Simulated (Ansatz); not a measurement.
The input, for Ansatz 0.2.0:

```yaml
crystal:
  periodic: [false, false, false]
  atoms:
    - {symbol: Si, position_ang: [0.000000, 0.000000, 0.000000]}
    - {symbol: F, position_ang: [0.000000, 0.000000, 2.163000]}
basis:
  gaussian: {orbitals: 6-31G}
total_charge: 1
magnetization: {spin_polarized: true, initial_magnetization: 2}
correlation: {method: ccsdt_q, electrons: outside_noble_gas}
```

```sh
$ ansatz run in.yaml --threads 1 --pin off --events-out ev --progress --plain --max-ram 2393MiB
```

Output:

```
384 factors; integrals over basis functions are off by at most 2.9e-8 eV
mean field evaluation 1: about -10541.9012 eV, gradient 5.0e1 eV
mean field evaluation 2: about -10541.9143 eV, gradient 5.0e1 eV
mean field evaluation 4: about -10551.2427 eV, gradient 1.2e1 eV
mean field evaluation 8: about -10555.0424 eV, gradient 1.4e0 eV
mean field evaluation 16: about -10555.0724 eV, gradient 1.6e-5 eV
mean field evaluation 32: about -10555.3404 eV, gradient 9.2e-2 eV
mean field evaluation 64: about -10555.0724 eV, gradient 7.8e-3 eV
mean field evaluation 96: about -10555.2753 eV, gradient 1.5e-2 eV
mean field evaluation 128: about -10553.9811 eV, gradient 1.5e-6 eV
mean field evaluation 160: about -10554.0932 eV, gradient 7.6e-1 eV
...
mean field -10555.34056889 eV, -387.9016112400 hartree, gradient 1.5e-6 eV, S^2 2.005320; 22 other end points of the search recorded, 0 dependent functions left out
determinant -10555.34056889 eV, -387.9016112400 hartree, with singles and doubles -10558.56458021 eV, -388.0200914707 hartree
determinant -10555.27529458 eV, -387.8992124533 hartree, with singles and doubles -10558.49541260 eV, -388.0175496078 hartree
determinant -10555.07235478 eV, -387.8917545533 hartree, with singles and doubles -10558.48655448 eV, -388.0172240778 hartree
determinant -10553.98111009 eV, -387.8516520506 hartree, with singles and doubles -10557.24992269 eV, -387.9717786977 hartree
determinant -10553.86054445 eV, -387.8472213448 hartree, with singles and doubles -10557.18050008 eV, -387.9692274641 hartree
determinant -10552.25200290 eV, -387.7881085332 hartree, with singles and doubles -10554.53306343 eV, -387.8719359618 hartree
determinant -10555.34056889 eV, -387.9016112400 hartree, with singles and doubles -10558.56806647 eV, -388.0202195882 hartree
determinant -10555.27529458 eV, -387.8992124533 hartree, with singles and doubles -10558.49696139 eV, -388.0176065249 hartree
determinant -10555.07235478 eV, -387.8917545533 hartree, with singles and doubles -10558.50828041 eV, -388.0180224912 hartree
6 core orbitals not correlated: weight in the atoms' cores, before any rotation towards them, 1.000 or more for the frozen orbitals, at most 0.000 for the correlated occupied ones
reference -10555.34056889 eV, -387.9016112400 hartree; 6, 4 occupied and 10, 12 virtual orbitals, 384 factors
second order -2.73984202 eV of doubles, -0.00000000 eV of singles
...
cycle   5  -3.29495103 eV  change   -4.7e-8 eV  update   2.5e-7
cycle   6  -3.29495115 eV  change   -1.2e-7 eV  update   2.4e-7
cycle   7  -3.29495120 eV  change   -5.1e-8 eV  update   2.3e-7
cycle   8  -3.29495120 eV  change    3.1e-9 eV  update   2.2e-7
cycle   9  -3.29495134 eV  change   -1.3e-7 eV  update   2.2e-7
cycle  10  -3.29495158 eV  change   -2.5e-7 eV  update   2.1e-7
cycle  11  -3.29495224 eV  change   -6.6e-7 eV  update   2.0e-7
cycle  12  -3.29495311 eV  change   -8.8e-7 eV  update   1.7e-7
cycle  13  -3.29495400 eV  change   -8.8e-7 eV  update   1.4e-7
cycle  14  -3.29495427 eV  change   -2.7e-7 eV  update   1.0e-7
perturbative correction -0.01432397 eV, -0.0005263962 hartree
WARN: these amplitudes may be one of several solutions (largest doubles amplitude 0.54, level shift 0.00 eV)
Total energy: -10558.64984713 eV, -388.0232249722 hartree
```

For the same geometry and basis full CI lies 2.0 meV lower. By full CI's occupations no single determinant describes the state well. The program flagged this run's energy as in doubt. The determinant fills πx and πy unequally, so it is a mixture of Σ and Δ.

Ran on 1 thread of Arm Neoverse V2, shared host: 8 s wall, 0.13 GiB peak host memory.
